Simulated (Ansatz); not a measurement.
# SiCl (doublet): from Hartree-Fock to the top rungs, cc-pVTZ

One table from this session's results is given with a row withheld; the runs are named, their logs left out.

Method: cc-pVTZ, core rule «outside noble gas», up to 10 orbitals frozen; program: Ansatz 0.2.0, Gaussian basis.

Plan: UHF; CCSD(T) on ROHF; CCSD(T) on UHF; BCCD(T) on ROHF; CISD; CCSDT(Q) on ROHF; CCSDT(Q) on UHF; CASSCF and MRCISD+Q, 11 electrons in 8 orbitals; CASSCF and NEVPT2, 11 electrons in 8 orbitals.

7 further runs of the same task are left out: 4 for a known fault of the program, 3 set aside as unsound or not needed.

## What is computed

The geometry is a PBE0/def2-TZVP stationary point (not a proven minimum) of the parent state, kept for this charge and spin.

2 atoms, charge 0, spin multiplicity 2.

Atoms are counted from 1 here; the program's logs count them from 0.

Bond lengths: Si1–Cl2 2.058 Å.

The first run:

in.yaml

```yaml
crystal:
  periodic: [false, false, false]
  atoms:
    - {symbol: Si, position_ang: [0.000000, 0.000000, 0.000000]}
    - {symbol: Cl, position_ang: [0.000000, 0.000000, 2.057900]}
basis:
  gaussian: {orbitals: cc-pVTZ}
magnetization: {spin_polarized: true, initial_magnetization: 1}
hamiltonian: {xc: hf}
output: {orbitals: {seedname: orbitals}}
```

On the command line:

```console
$ ansatz run in.yaml --threads 1 --pin off --events-out ev --progress --plain --max-ram 4096MiB --backend cpu
```

Among the steps run: UHF; CCSD(T) on ROHF; CCSD(T) on UHF; BCCD(T) on ROHF; CISD; CCSDT(Q) on ROHF; CCSDT(Q) on UHF; CASSCF and MRCISD+Q, 11 electrons in 8 orbitals; CASSCF and NEVPT2, 11 electrons in 8 orbitals.

One of the session's tables, all rows but one given; the rest of the session is left out.

It belongs to the step «Misses and costs». 

```
          method  from UCCSDT(Q) (kJ/mol)
            ROHF                   +816.5
             UHF                   +802.7
            RMP2                   +114.7
            UMP2                   +117.6
            CISD                   +106.4
           RCCSD                    +39.2
           UCCSD                    +38.6
        RCCSD(T)                     +4.6
        UCCSD(T)                        ?
         BCCD(T)                     +4.5
          RCCSDT                     +1.9
          UCCSDT                     +1.8
       RCCSDT(Q)                     +0.2
       UCCSDT(Q)                        0
  CASSCF valence                   +730.4
  NEVPT2 valence                   +164.9
  MRCISD valence                    +83.4
MRCISD+Q valence                    +15.0
```

Q: Estimate the row for UCCSD(T) from the others.

**Answer.** from UCCSDT(Q) (kJ/mol): +4.7. In the column «from UCCSDT(Q) (kJ/mol)» it lies between RCCSD(T) (+4.6) and MRCISD+Q valence (+15.0).

To keep in mind: Restricted and unrestricted rows rest on different reference determinants; where their highest levels disagree by more than a few hundredths of an eV, they describe different states and don't form one ladder.
